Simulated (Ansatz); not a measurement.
Relaxation of CH$_{2}$O$_{2}$S (6 atoms, charge 0, multiplicity 1), to a largest force component of 0.015 eV/Å in at most 40 steps.

Method: RHF/def2-SVP in Ansatz 0.2.0.

```xyz
6
Properties=species:S:1:pos:R:3:forces:R:3
O 0.799 0.452 -0.502 -2.73 0.21 -1.80
C -0.317 -0.127 0.000 4.38 0.69 1.19
O -0.131 -0.566 1.224 -2.12 -0.76 0.03
S -1.638 -0.293 -0.823 -3.21 -0.32 -1.84
H 0.521 0.783 -1.429 1.19 -1.08 3.09
H -0.988 -1.013 1.506 2.49 1.26 -0.66
```

Task: Where does it end, and by what steps?

Result: The run converged. After 5 steps the energy has fallen by 0.472 eV; H5 moved furthest, 0.10 Å.

```tsv
step	energy less start (eV)	largest force component (eV/Å)	accepted
0	0.0000	4.376	yes
1	-0.3745	2.107	yes
2	-0.4538	0.926	yes
3	-0.4654	0.240	yes
4	-0.4721	0.036	yes
5	-0.4722	0.005	yes
```

```xyz
6
Properties=species:S:1:pos:R:3
O 0.744 0.450 -0.473
C -0.326 -0.131 -0.024
O -0.123 -0.556 1.185
S -1.730 -0.304 -0.863
H 0.589 0.758 -1.357
H -0.909 -0.980 1.508
```

Time of the run: 9.4 s on 1 thread of AMD EPYC 7R43 64-Core Processor (Zen 3) (shared host), peak memory 0.14 GiB.
